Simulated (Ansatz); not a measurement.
C3H5, doublet: energies of several shapes or isomers

Calculated in Ansatz's Gaussian-basis code. Basis cc-pVDZ, nonrelativistic, 3 orbitals frozen in the corrections; active space CAS(3,3). Restricted Hartree–Fock, then the lowest state-specific CASSCF solution met for each case. Coupled cluster stands on the determinant that it favours, not always the lowest RHF. Single-reference values can break down or jump between states where bonds are stretched. Solutions in different active orbitals can move differences by tenths of an eV and at times more than 1 eV.

Case A:

```xyz
8

C     0.0000    0.1960    1.2300
C     0.0000   -0.4430    0.0000
C     0.0000    0.1960   -1.2300
H     0.0000    1.2807    1.2995
H     0.0000   -1.5336    0.0000
H     0.0000    1.2807   -1.2995
H     0.0000   -0.3610    2.1610
H     0.0000   -0.3610   -2.1610
```

Case B:

```xyz
8

C     0.0000   -0.2315    1.2240
C     0.0003    0.4426    0.0128
C     0.0005   -0.1610   -1.2350
H     0.0000   -1.3177    1.2625
H     0.0004    1.5327    0.0441
H    -0.9298   -0.4055   -1.7409
H    -0.0001    0.2987    2.1706
H     0.9242   -0.4089   -1.7473
```

Energy less that of case A, in eV:

```
case  RHF/ROHF  CASSCF  CCSD(T)
   B    +0.558  +0.821   +0.875
```

(1) Give the SC-NEVPT2 energies against case A.

Results:

(1) B: +0.942 eV (21.7 kcal/mol).
